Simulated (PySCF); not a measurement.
# C3H5FO (propanoyl fluoride): the cost of one run

Computed with PySCF 2.14.0, with density-fitted response routines of our own, on a single molecule in the gas phase. Atoms count from 0, in the outputs and in this text.

**1. Starting geometry**

10 atoms, charge 0, multiplicity 1; geometry from: GFN2-xTB. The atoms were then displaced at random by about 0.01 Å, so the start is not that level's minimum.

Bonds of the start (Å): C0–C1 1.52, C1–C2 1.48, C2–O3 1.20, C2–F4 1.37, C0–H5 1.09, C0–H6 1.11, C0–H7 1.07, C1–H8 1.07, C1–H9 1.09.

**2. Optimising the geometry at PBE0-D3(BJ)/def2-SVP**

The job: settings as JSON, then the geometry in Å.

```
{"job": {"xc": "PBE0", "basis": "def2-SVP", "d3": "d3bj", "grid": 1, "shake": 0.01, "kind": "geom"}, "charge": 0, "multiplicity": 1}
C     -1.051890    -0.229230     0.366270
C      0.124410    -0.242080    -0.589250
C      1.232010     0.566160    -0.033920
O      1.773550     1.573800    -0.409860
F      1.725910    -0.011480     1.111000
H     -1.880310    -0.807090    -0.045020
H     -1.423740     0.812990     0.481950
H     -0.781900    -0.588650     1.333770
H     -0.137600     0.175380    -1.543100
H      0.469980    -1.270730    -0.692900
```

Started as:

```
$ OMP_NUM_THREADS=1 python probes_run.py task.json out
```

The driver reads the jobs from task.json and runs them one after another.

**Question.** How long does this first job take on 1 thread of Arm Neoverse V1, shared host, and how much memory does it need?

About 28 s, with a peak of 0.39 GiB.
